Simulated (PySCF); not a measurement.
Geometries of 2 isomers of C3H6O2, from PBE0-D3(BJ)/def2-SVP geometry optimisation, gas phase (PySCF). One conformer each, no zero-point energy, no frequencies.

Task: Which isomer lies lower at this level?
A.
```xyz
11
angstrom
O     -1.920   -0.503   -0.723
C     -0.806   -0.754    0.085
C     -0.002    0.495    0.305
C      1.458    0.503    0.249
O      0.691    0.948   -0.847
H     -1.587   -0.111   -1.539
H     -0.143   -1.532   -0.346
H     -1.179   -1.136    1.048
H     -0.516    1.292    0.862
H      1.998   -0.443    0.102
H      2.016    1.279    0.787
```
B.
```xyz
11
angstrom
C     -1.443    0.465   -0.020
O     -0.676   -0.128    0.988
C      0.691    0.064    0.824
C      1.285   -0.827   -0.248
O      2.341   -0.631   -0.783
H     -1.321    1.566   -0.033
H     -2.497    0.229    0.178
H     -1.185    0.085   -1.028
H      1.183   -0.212    1.774
H      0.965    1.117    0.612
H      0.655   -1.729   -0.479
```

Result: B. That is methoxyacetaldehyde (`COCC=O`), 8.9 kcal/mol below the other.

```csv
SMILES,atoms numbered as above,E (Eh),relative (kcal/mol),relative (kJ/mol),dipole (D)
COCC=O,[CH3:1][O:2][CH2:3][CH:4]=[O:5],-267.84178,0.0,0.0,1.93
OC[C@H]1CO1,[OH:1][CH2:2][C@H:3]1[CH2:4][O:5]1,-267.82765,8.9,37.1,1.94
```

As drawn, the lower has a C=O bond, which the higher lacks; the higher has a three-membered ring and an O–H bond, which the lower lacks.
